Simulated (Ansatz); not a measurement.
Results of PBE (plane waves, PAW; Ansatz, an electronic-structure program) for rock-salt BaS.

Total energies, extrapolated to zero smearing (they compare only within this program, potentials and cutoff; free atoms with spin allowed, lowest state found):

| system | energy (eV/atom) |
|---|---|
| rock-salt BaS, relaxed | -3427.9322 |
| free Ba atom | -5947.6583 |
| free S atom | -899.0015 |

Question: Work out the cohesive energy per atom.

Answer: E_coh = [1 × (-5947.6583) + 1 × (-899.0015)]/2 − (-3427.9322) = 4.60 eV/atom. The reference value is 4.77 ± 0.03 eV/atom (derived here from tabulated measurements, copied from a table, unchecked, brought to a static lattice with a Debye model, atoms in their spin–orbit ground levels; inputs from the CRC Handbook), a difference of -0.17 eV/atom.

The PAW data were made under PBE.
